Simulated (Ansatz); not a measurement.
Coupled-cluster diagnostics for Al3H3 (the lowest singlet isomer of a short search), Ansatz.

Geometry of the singlet (PBE-D4/def2-TZVP):

Cartesian coordinates in Å:
```
Al -0.296 1.352 -0.199
Al 0.906 0.457 1.759
Al 0.878 -1.074 -0.175
H -0.647 -0.303 0.756
H -1.487 1.982 -1.091
H 0.645 -2.413 -1.049
```

Correlated methods freeze 15 core orbitals. The structure comes from a short search, and lower isomers may exist.

Q: Estimate the CCSD(T) correlation energy, the shares of MP2 and (T), T1 and the reference's ⟨S²⟩ for: charge 0, singlet, own geometry in def2-TZVPP; charge 0, singlet, own geometry in def2-TZVPD; charge 1, doublet, vertical in def2-TZVPP; charge -1, doublet, vertical in def2-TZVPD; and the rough time on 4 threads of Arm Neoverse V2 on a shared host.

A: 
| state | basis | correlation (eV) | MP2 share (%) | (T) share (%) | T1 | ⟨S²⟩ (pure) | wall time | remarks |
| --- | --- | --- | --- | --- | --- | --- | --- | --- |
| charge 0, singlet, own geometry | def2-TZVPP | -8.064 | 82.2 | 5.6 | 0.019 | 0.00 (0.00) | 5.5 s | restricted SCF unstable |
| charge 0, singlet, own geometry | def2-TZVPD | -7.847 | 81.2 | 5.7 | 0.020 | 0.00 (0.00) | 4.6 s | restricted SCF unstable |
| charge 1, doublet, vertical | def2-TZVPP | -6.947 | 75.2 | 5.2 | 0.068 | 1.14 (0.75) | 20 s | large T1, spin-contaminated |
| charge -1, doublet, vertical | def2-TZVPD | -8.240 | 80.3 | 5.8 | 0.028 | 0.81 (0.75) | 18 s | – |
Customary marks for T1 are 0.02 (closed shells), 0.045 (open shells) and about 0.05 (3d metals). T1 exceeds 0.02 in 2 of 4 rows and 0.045 in 1; the higher it lies, the less the single-reference result can be trusted.
